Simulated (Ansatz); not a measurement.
Isolated molecules relaxed with PBE0-D4/def2-TZVP in Ansatz; ΔE leaves out vibrations. CCSD(T)/CBS is the MP2 limit (def2-TZVPP, def2-QZVPP) plus CCSD(T) − MP2 in def2-TZVPP, frozen cores. This one scheme is used for every species. Functionals use def2-TZVPP. HSE06 is defined as in plane-wave codes. Triplets are unrestricted, without spin–orbit coupling.

Reaction (formal loss of a carbene): `CC(F)(F)Cl` → `FC(F)Cl` + `[CH2]` (triplet)

(1) Is it downhill or uphill in electronic energy at CCSD(T)/CBS, and by how much? (An estimate is asked.)

(2) What do these levels give: BLYP-D4, B97M-V, HSE06-D4, r2SCAN, MP2/def2-SVP, SCS-MP2/def2-QZVPP? (Best estimate.)

Largest T1 diagnostic among the species: 0.011.

## Answers

(1) Computed: Uphill: ΔE = +465.8 kJ/mol.

(2) Computed: BLYP-D4 453.7, B97M-V 469.2, HSE06-D4 461.1, r2SCAN 444.0, MP2/def2-SVP 461.9, SCS-MP2/def2-QZVPP 474.0 kJ/mol.

In def2-TZVPP, CCSD(T) changes the Hartree–Fock value by +136.3 kJ/mol (the triples alone add +11.6 kJ/mol) and MP2 by +149.2 kJ/mol. At CCSD(T), def2-SVP lies −13.2 kJ/mol from the extrapolated value and def2-TZVPP −12.7 kJ/mol.
